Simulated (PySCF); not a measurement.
Metal hydrosulfide, HLiS.
SMILES: `[Li][SH]`

The closed-shell ground state was solved at several levels (PySCF, density fitting, gas phase, non-relativistic). Isolated species at its PBE0-D3(BJ)/def2-SVP geometry, gas phase.

| level | basis functions | total energy (Eh) | HOMO (eV) | LUMO (eV) | gap (eV) | dipole (D) |
| --- | --- | --- | --- | --- | --- | --- |
| PBE0/pcSseg-1 | 41 | -406.1663 | -5.63 | -1.42 | 4.21 | 6.93 |
| CAM-B3LYP/def2-SVPD | 47 | -406.2230 | -6.99 | -1.00 | 5.99 | 7.05 |
| B3LYP/def2-TZVP | 57 | -406.3882 | -5.40 | -1.67 | 3.73 | 6.82 |
| B97-2/pcSseg-2 | 78 | -406.4010 | -5.44 | -1.40 | 4.04 | 7.02 |
| B3LYP/cc-pVTZ | 78 | -406.3955 | -5.44 | -1.61 | 3.83 | 6.69 |

Q: What might B3LYP/6-31G* (34 basis functions) give for the same quantities?

A: Total energy -406.3472 Eh, HOMO -5.35 eV, LUMO -1.58 eV, gap 3.77 eV, dipole 6.69 D.

Q: Over all these levels, which gives the widest orbital gap and which the narrowest?

A: CAM-B3LYP/def2-SVPD (range-separated hybrid) has the widest, 5.99 eV, and B3LYP/def2-TZVP (global hybrid, 20 % exact exchange) the narrowest, 3.73 eV. Functional and basis both differ between the two, so the spread mixes both effects.

Q: How much does the basis alone move the frontier levels among the 3 B3LYP rows (the withheld one included)?

A: The HOMO by 0.09 eV and the LUMO by 0.09 eV. By rising basis size (HOMO, LUMO in eV): 6-31G* -5.35, -1.58; def2-TZVP -5.40, -1.67; cc-pVTZ -5.44, -1.61.

Q: How far do the dipole and the HOMO energy spread over the levels?

A: The dipole runs from 6.69 to 7.05 D (mean 6.87 D) and the HOMO from -6.99 to -5.35 eV.
